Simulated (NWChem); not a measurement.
System: hydrogen isocyanide (CHN); SMILES [C-]#[NH+]

The following NWChem deck was run.

```
start job
memory heap 200 mb stack 900 mb global 1100 mb
geometry units angstroms noautosym nocenter noautoz
  C      0.000000     0.000000     0.736414
  N      0.000000     0.000000    -0.427035
  H      0.000000     0.000000    -1.424164
end
basis spherical
  C library def2-tzvpd
  N library def2-tzvpd
  H library def2-tzvpd
end
dft
  xc xpbe96 cpbe96
  iterations 150
end
tddft
  cis
  nroots 6
  notriplet
end
task tddft energy
```

Structure relaxed at the PBE0-D3(BJ)/def2-TZVP level.

Vertical excitations in the gas phase.

### Question
Give the results of this calculation. (PBE/def2-TZVPD, TDA.) Quantities: basis functions; lowest excitation, singlet (eV); oscillator strength of that lowest state; lowest state with f > 0.02, singlet (eV); oscillator strength of that bright state; orbital gap (eV).

### Answer
The number of basis functions is 83 and the lowest excitation, singlet (eV) comes out as 7.38. The oscillator strength of that lowest state is 0.043. The lowest state with f > 0.02, singlet (eV) comes out as 7.38 and the oscillator strength of that bright state is 0.043. The orbital gap (eV) is 6.71.
